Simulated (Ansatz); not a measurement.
This geometry of ClH + H4OSi (8 atoms, charge 0, multiplicity 1) is a first-order saddle point.

Method: RKS LDA/def2-SVP in Ansatz.

```xyz
8
Properties=species:S:1:pos:R:3
Si -0.424 -0.180 -0.579
O 0.702 -0.263 0.993
H -0.868 -1.570 -0.113
H -0.189 -0.459 -2.040
H -1.623 0.676 -0.285
H 1.104 0.679 0.922
Cl 1.024 1.629 -0.739
H 0.272 -0.511 1.841
```

**Question.** Which two structures does it join? (They come from a converged band through this point; their orientation in space is the band's.)

**Answer.** Bonds broken: Si1–O2, H6–Cl7. Bonds formed: Si1–Cl7, O2–H6. ClH + H4OSi becomes ClH3Si + H2O.

First end point:

```xyz
8
Properties=species:S:1:pos:R:3
Si -0.631 -0.546 -0.387
O 0.577 -0.373 0.793
H -1.320 -1.866 -0.156
H 0.091 -0.544 -1.695
H -1.645 0.561 -0.304
H 1.229 1.032 0.352
Cl 1.398 2.180 -0.330
H 0.300 -0.444 1.727
```

Last end point:

```xyz
8
Properties=species:S:1:pos:R:3
Si -0.464 -0.180 -0.911
O 0.563 -0.272 1.604
H -0.018 -1.580 -0.641
H -0.978 -0.100 -2.326
H -1.553 0.323 -0.011
H 1.254 0.258 1.146
Cl 1.159 1.145 -0.932
H 0.037 0.407 2.069
```

**Question.** How far does it lie above each of them?

**Answer.** 0.55 eV above the first and 0.53 eV above the second. This is the barrier of this one path; another mechanism may lie lower. The orbitals stay closed-shell, which can raise the energy where a bond breaks towards radicals; this wasn't checked here.

Time of the run: 34 s on 2 threads of Arm Neoverse V2, with other jobs on the host, peak memory 0.15 GiB.
